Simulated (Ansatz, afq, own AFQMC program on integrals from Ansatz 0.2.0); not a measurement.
## BH$_{4}$⁺, singlet in cc-pVDZ, levels against full CI

```xyz
5

B     0.0024    0.0966   -0.0978
H    -0.0132    0.9580    0.7520
H    -0.0546   -2.1755    2.2042
H     0.0237    0.9465   -0.9590
H     0.0180   -0.7649   -0.9477
```

Basis cc-pVDZ. Only valence electrons are correlated. AFQMC by an in-house program on the Cholesky factors that Ansatz 0.2.0 writes for its CCSD(T) run. ph-AFQMC/CISD is guided by a CISD state made of CCSD amplitudes; releasing the constraint for a short imaginary time cuts its bias at the price of noise, slowly where states lie close. ± is one standard error of the sampling.

Determinant: UHF, the one that the program's search chose, which needn't be the lowest solution. The geometry is a point of a scan.

Full CI on the same integrals is exact in this basis and with this determinant's frozen core.

Cautions: strong correlation (T1 0.023, weight of the determinant 0.94, largest double 0.05); unrestricted determinant spin contaminated (⟨S²⟩ 1.00 against 0.00); the next higher spin lies close (full CI puts it 117 meV above); walk and cluster series may follow different spin states.

```
T1 diagnostic                               : 0.0225
weight of the determinant in the CISD state : 0.941
⟨S²⟩ of the determinant                     : 1.004
size of the correlated space                : 6 electrons in 33 orbitals
```

```
  level  correlation energy (eV)
    MP2                  -1.8597
   CCSD                  -2.4690
CCSD(T)                  -2.5091
```

Estimate where phaseless AFQMC with a CISD trial lies against CCSD(T) on the same integrals.

2.21 ± 0.25 mEh below CCSD(T).

Reference: full CI, correlation energy -2.574 eV. The released energy is read at 1.62 1/Eh, later times being too noisy (meV from the phaseless value at times in 1/Eh: -13 ± 9 at 0.24, -10 ± 6 at 0.51, -13 ± 11 at 0.99, -3 ± 14 at 1.62, -22 ± 16 at 2.40). The cautions show a poor starting determinant, so the rows tell how each method copes with it here, and full CI is the sure value.

```json
{"level": "CCSD(T)", "E − E(reference) (mEh)": "2.40", "share of correlation (%)": "97.47"}
{"level": "CCSDT", "E − E(reference) (mEh)": "0.70", "share of correlation (%)": "99.26"}
{"level": "CCSDT(Q)", "E − E(reference) (mEh)": "0.20", "share of correlation (%)": "99.79"}
{"level": "ph-AFQMC/CISD", "E − E(reference) (mEh)": "0.19 ± 0.25", "share of correlation (%)": "99.80"}
{"level": "released AFQMC", "E − E(reference) (mEh)": "0.08 ± 0.50", "share of correlation (%)": "99.91"}
```

CCSDT and higher add their correlation energy to the determinant of the CCSD(T) run, since their own runs factorise the integrals more tightly (a shift of under 2 meV). A walk keeps the symmetry of its determinant, which the program's search chose and which needn't be the lowest solution, so a lower state of the same spin and another symmetry isn't excluded. Released energies are given only where the last usable release times agree within the noise; a slower fall can still hide under it.
